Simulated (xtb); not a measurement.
xtb input (GFN2-xTB):

```bash
xtb mol.xyz --gfn 2 --ohess tight --chrg -1 --uhf 0
```
mol.xyz:
```
9

C      0.88244605    -0.32856711     0.05253435
C     -0.31373917     0.53009220     0.05557889
N     -1.67449853    -0.12222597     0.08680854
H      1.82300814     0.16598932     0.10129442
H      0.86114587    -1.00937046     0.98678270
H      0.81532719    -1.03696291    -0.76886106
H     -0.28910747     1.21820646    -0.82505892
H     -0.30482571     1.22152841     0.96789155
H     -1.73955607    -0.71849814    -0.73718895
```

Output:

```
           -------------------------------------------------
          |                Calculation Setup                |
           -------------------------------------------------

           -------------------------------------------------
          |                 G F N 2 - x T B                 |
           -------------------------------------------------

        Reference                      10.1021/acs.jctc.8b01176
      * Hamiltonian:
        H0-scaling (s, p, d)           1.850000    2.230000    2.230000
        zeta-weighting                 0.500000
      * Dispersion:
        s8                             2.700000
        a1                             0.520000
        a2                             5.000000
        s9                             5.000000
      * Repulsion:
        kExp                           1.500000    1.000000
        rExp                           1.000000
      * Coulomb:
        alpha                          2.000000
        third order                    shell-resolved
        anisotropic                    true
        a3                             3.000000
        a5                             4.000000
        cn-shift                       1.200000
        cn-exp                         4.000000
        max-rad                        5.000000

          ...................................................
          :                      SETUP                      :
          :.................................................:
          :  # basis functions                  18          :
          :  # atomic orbitals                  18          :
          :  # shells                           12          :
          :  # electrons                        20          :
          :  max. iterations                   250          :
          :  Hamiltonian                  GFN2-xTB          :
          :  restarted?                      false          :
          :  GBSA solvation                  false          :
          :  PC potential                    false          :
          :  electronic temp.          300.0000000     K    :
          :  accuracy                    1.0000000          :
          :  -> integral cutoff          0.2500000E+02      :
          :  -> integral neglect         0.1000000E-07      :
          :  -> SCF convergence          0.1000000E-05 Eh   :
          :  -> wf. convergence          0.1000000E-03 e    :
          :  Broyden damping             0.4000000          :
          :  net charge                         -1          :
          :  unpaired electrons                  0          :
          ...................................................

 iter      E             dE          RMSdq      gap      omega  full diag
   1    -10.3687878 -0.103688E+02  0.379E+00    9.65       0.0  T
   2    -10.4532743 -0.844864E-01  0.188E+00    7.43       1.0  T
   3    -10.4549012 -0.162689E-02  0.107E+00    7.35       1.0  T
   4    -10.4550292 -0.127989E-03  0.164E-01    6.93       1.0  T
   5    -10.4551043 -0.751702E-04  0.613E-02    6.92       1.0  T
   6    -10.4551047 -0.329341E-06  0.905E-03    6.93       3.7  T
[...]
rotational constants/cm⁻¹ :        0.1201072E+01   0.2985075E+00   0.2686871E+00

 * 5 selected distances

     #   Z          #   Z                                           value/Å
     2   6 C        3   7 N                                       1.3711308 (max)
     1   6 C        4   1 H                                       1.0952328
     1   6 C        5   1 H                                       1.0899356 (min)
     1   6 C        6   1 H                                       1.0914754
     2   6 C        8   1 H                                       1.1095056

 * 2 distinct bonds (by element types)

   Z      Z             #   av. dist./Å        max./Å        min./Å
   1 H    6 C           4     1.0965373     1.1095056     1.0899356
Molecule has no symmetry elements
It seems to be the C1 point group
   6 C    7 N           1     1.3711308     1.3711308     1.3711308

           -------------------------------------------------
          |               Frequency Printout                |
           -------------------------------------------------
 projected vibrational frequencies (cm⁻¹)
eigval :       -0.00    -0.00    -0.00    -0.00     0.00     0.00
eigval :      213.55   359.12   459.09   718.93   796.13   936.73
eigval :     1019.88  1104.80  1252.36  1325.19  1348.48  1422.69
eigval :     1441.32  1511.41  1522.87  1857.59  2730.18  2895.09
eigval :     2966.28  2986.40  3043.80
 reduced masses (amu)
   1:  8.40   2:  9.58   3: 10.45   4:  9.91   5: 11.74   6:  8.31   7:  2.11   8:  5.89
   9:  6.35  10:  8.74  11:  2.56  12:  5.40  13:  4.47  14: 10.37  15:  3.40  16:  3.14
  17:  2.40  18:  3.44  19:  1.88  20:  1.65  21:  1.69  22:  1.80  23:  1.63  24:  1.72
  25:  1.81  26:  1.57  27:  1.82
 IR intensities (km·mol⁻¹)
   1:  0.64   2: 21.94   3: 14.16   4: 10.57   5: 31.62   6: 14.93   7:  0.75   8: 32.17
   9:124.24  10: 89.32  11:  5.57  12: 40.21  13: 92.65  14:504.56  15:  7.29  16: 62.89
  17:128.72  18: 17.93  19:166.45  20:  4.54  21:  5.87  22:718.32  23:301.93  24:216.75
  25:105.85  26: 95.24  27:378.58
 Raman intensities (Ä⁴*amu⁻¹)
   1:  0.00   2:  0.00   3:  0.00   4:  0.00   5:  0.00   6:  0.00   7:  0.00   8:  0.00
   9:  0.00  10:  0.00  11:  0.00  12:  0.00  13:  0.00  14:  0.00  15:  0.00  16:  0.00
  17:  0.00  18:  0.00  19:  0.00  20:  0.00  21:  0.00  22:  0.00  23:  0.00  24:  0.00
  25:  0.00  26:  0.00  27:  0.00
 output can be read by thermo (or use thermo option).
 writing <g98.out> molden fake output.
 recommended (thermochemical) frequency scaling factor: 1.0
           -------------------------------------------------
          |             Thermodynamic Functions             |
           -------------------------------------------------

c1  symmetry found (for desy threshold:  0.10E+00) used in thermo

          ...................................................
          :                      SETUP                      :
          :.................................................:
          :  # frequencies                          21      :
          :  # imaginary freq.                       0      :
          :  linear?                             false      :
          :  only rotor calc.                    false      :
          :  symmetry                               c1      :
          :  rotational number                       1      :
          :  scaling factor                  1.0000000      :
          :  rotor cutoff                   50.0000000 cm⁻¹ :
          :  imag. cutoff                  -20.0000000 cm⁻¹ :
          :.................................................:

    mode    ω/cm⁻¹     T·S(HO)/kcal·mol⁻¹    T·S(FR)/kcal·mol⁻¹   T·S(vib)
   ------------------------------------------------------------------------
       1    213.55    -0.60021 ( 99.70%)    -0.62592 (  0.30%)    -0.60028
   ------------------------------------------------------------------------

   temp. (K)  partition function   enthalpy   heat capacity  entropy
                                   cal/mol     cal/K/mol   cal/K/mol   J/K/mol
 298.15  VIB   2.31                  937.413      8.037      4.808
         ROT  0.170E+05              888.752      2.981     22.343
         INT  0.393E+05             1826.166     11.018     27.150
         TR   0.283E+27             1481.254      4.968     37.259
         TOT                        3307.4196    15.9864    64.4094   269.4891

       T/K    H(0)-H(T)+PV         H(T)/Eh          T*S/Eh         G(T)/Eh
   ------------------------------------------------------------------------
    298.15    0.527071E-02    0.779713E-01    0.306030E-01    0.473683E-01
   ------------------------------------------------------------------------

         :::::::::::::::::::::::::::::::::::::::::::::::::::::
         ::                  THERMODYNAMIC                  ::
         :::::::::::::::::::::::::::::::::::::::::::::::::::::
Note: The following floating-point exceptions are signalling: IEEE_DENORMAL
normal termination of xtb
         :: total free energy         -10.307855220031 Eh   ::
         ::.................................................::
         :: total energy              -10.355223551497 Eh   ::
         :: zero point energy           0.072700628521 Eh   ::
         :: G(RRHO) w/o ZPVE           -0.025332297054 Eh   ::
         :: G(RRHO) contrib.            0.047368331467 Eh   ::
         :::::::::::::::::::::::::::::::::::::::::::::::::::::

optimized geometry written to: xtbopt.xyz

           -------------------------------------------------
          | TOTAL ENERGY              -10.355223551497 Eh   |
          | TOTAL ENTHALPY            -10.277252214425 Eh   |
          | TOTAL FREE ENERGY         -10.307855220031 Eh   |
          | GRADIENT NORM               0.000449589428 Eh/α |
          | HOMO-LUMO GAP               8.195002090423 eV   |
           -------------------------------------------------

------------------------------------------------------------------------
------------------------------------------------------------------------
 total:
 SCF:
 ANC optimizer:
 analytical hessian:
```

It need not be the lowest isomer of its formula. Whether it binds its extra electron was not tested at this geometry.
